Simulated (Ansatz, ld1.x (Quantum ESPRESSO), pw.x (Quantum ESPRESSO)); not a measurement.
What a changed setting does to a pw.x run (sc Tl)

Potential: norm-conserving Troullier–Martins (Kleinman–Bylander form), ld1.x (Quantum ESPRESSO) 7.5, PBEsol; core [Xe] 4f14, reference 5d10 6s1.5 6p1.5; waves: 6p (bound): rc 2.45 bohr; 5d (bound): rc 1.45 bohr; 6s (bound): rc 1.95 bohr; local part: the s channel; core correction: a·sin(br)/r model core inside 1.50 bohr.

The reference run (k-mesh 10³, cutoffs 110/440 Ry, Fermi–Dirac 0.01 Ry, mixing_beta 0.4, conv_thr 1e-9, no spin) gives 0.22 GPa at 31.205 Å³/atom, where all-electron LAPW gives -0.17 GPa. This run, with its own iteration cap, changes k-mesh points per axis to 1, a wrong or extreme entry chosen on purpose.

```
&control
  calculation='scf', prefix='x', pseudo_dir='./', outdir='./tmp', tstress=.true., disk_io='none'
/
&system
  ibrav=0, nat=1, ntyp=1, ecutwfc=110, ecutrho=440, nbnd=14,
  occupations='smearing', smearing='fd', degauss=0.01
/
&electrons
  conv_thr=1e-09, mixing_beta=0.4, electron_maxstep=70
/
ATOMIC_SPECIES
Tl 1.0 Tl.UPF
CELL_PARAMETERS angstrom
  3.14828999 0.00000000 0.00000000
  0.00000000 3.14828999 0.00000000
  0.00000000 0.00000000 3.14828999
ATOMIC_POSITIONS crystal
Tl 0.0000 0.0000 0.0000
K_POINTS automatic
1 1 1 0 0 0
```

```bash
pw.x < Tl.scf.in > Tl.scf.out
```

Question: How does the run end?

Answer: It converges in 7 iterations; the free energy moves by -363.6 meV/atom and the pressure by -17.10 GPa. The result is not a property of the crystal.

```
Message from routine setup:
     using ibrav=0 with symmetry is DISCOURAGED, use correct ibrav instead
     lattice parameter (alat)  =       5.9494  a.u.
     unit-cell volume          =     210.5818 (a.u.)^3
     number of electrons       =        13.00
     number of Kohn-Sham states=           14
     kinetic-energy cutoff     =     110.0000  Ry
     charge density cutoff     =     440.0000  Ry
     scf convergence threshold =      1.0E-09
     Exchange-correlation= PBESOL
     number of k points=     1  Fermi-Dirac smearing, width (Ry)=  0.0100
     iteration #  1     ecut=   110.00 Ry     beta= 0.40
     total energy              =    -105.92418189 Ry
     estimated scf accuracy    <       0.00988349 Ry
     iteration #  2     ecut=   110.00 Ry     beta= 0.40
     total energy              =    -105.92492131 Ry
     estimated scf accuracy    <       0.00138394 Ry
     iteration #  3     ecut=   110.00 Ry     beta= 0.40
     total energy              =    -105.92515949 Ry
     estimated scf accuracy    <       0.00014382 Ry
     iteration #  4     ecut=   110.00 Ry     beta= 0.40
     total energy              =    -105.92516880 Ry
     estimated scf accuracy    <       0.00000029 Ry
     iteration #  5     ecut=   110.00 Ry     beta= 0.40
     total energy              =    -105.92516896 Ry
     estimated scf accuracy    <       0.00000009 Ry
     iteration #  6     ecut=   110.00 Ry     beta= 0.40
     total energy              =    -105.92516897 Ry
     estimated scf accuracy    <       0.00000002 Ry
     iteration #  7     ecut=   110.00 Ry     beta= 0.40
     the Fermi energy is    16.1016 ev
!    total energy              =    -105.92516898 Ry
     estimated scf accuracy    <          5.6E-11 Ry
     smearing contrib. (-TS)   =      -0.02703367 Ry
     The total energy is F=E-TS. E is the sum of the following terms:
     one-electron contribution =     -27.87667849 Ry
     hartree contribution      =      23.04728160 Ry
     xc contribution           =     -20.47190459 Ry
     ewald contribution        =     -80.59683383 Ry
     convergence has been achieved in   7 iterations
          total   stress  (Ry/bohr**3)                   (kbar)     P=     -168.84
     Message from routine punch:
     Nothing written, as per user request (disk_io='none')
```

The run took about 1 s on one core of a shared host (Neoverse-V1, 32 threads, 247 GiB, load 14).
